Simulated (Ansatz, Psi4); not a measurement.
## C2H6 (ethane): from total energies to a heat of formation

C2H6: 8 atoms, total charge 0, spin state singlet. As SMILES, `CC`. Geometry: relaxed at PBE0-D4/def2-TZVP.

Total energies at PBE0/def2-SVPD (Psi4 1.11); the atoms run unrestricted:

```
species    state  energy (Eh)
   C2H6  singlet   -79.667855
      C  triplet   -37.761463
      H  doublet    -0.500291
```

Harmonic wavenumbers at PBE0-D4/def2-TZVP, in cm⁻¹: 309, 822, 822, 1026, 1216, 1217, 1398, 1417, 1495, 1495, 1497, 1497, 3049, 3050, 3106, 3106, 3131, 3131.

Measured heats of formation of the gaseous atoms at 298.15 K, in kJ/mol: C 716.9, H 218.0. Take 1 Eh = 2625.50 kJ/mol, 1 cm⁻¹ = 0.0119627 kJ/mol, RT = 2.479 kJ/mol.

Question: Work out the heat of formation of the gas at 298 K.

Answer: 
1. Electronic atomisation energy: 2 × (-37.761463) + 6 × (-0.500291) − (-79.667855) = 1.143183 Eh = 3001.4 kJ/mol.
2. Zero-point energy: half the sum of the wavenumbers, 16392 cm⁻¹ = 196.1 kJ/mol.
3. Thermal vibrational enthalpy, Σ hcν̃/(exp(hcν̃/kT) − 1): 1.7 kJ/mol. Translation, rotation and pV of a non-linear molecule: 4 RT = 9.9 kJ/mol.
4. The 8 free atoms carry 5/2 RT each: 49.6 kJ/mol.
5. Atomisation enthalpy at 298 K: 3001.4 − 196.1 − 1.7 − 9.9 + 49.6 = 2843.3 kJ/mol.
6. Sum of the atoms' heats of formation: 2741.8 kJ/mol. Heat of formation: 2741.8 − 2843.3 = -101.5 kJ/mol.

The tabulated value is -83.8 kJ/mol (Active Thermochemical Tables), so this level is off by -17.7 kJ/mol, or 0.6 % of the atomisation enthalpy that the table implies (2825.5 kJ/mol). Anharmonicity and any spin-orbit splitting of the molecule are left out.
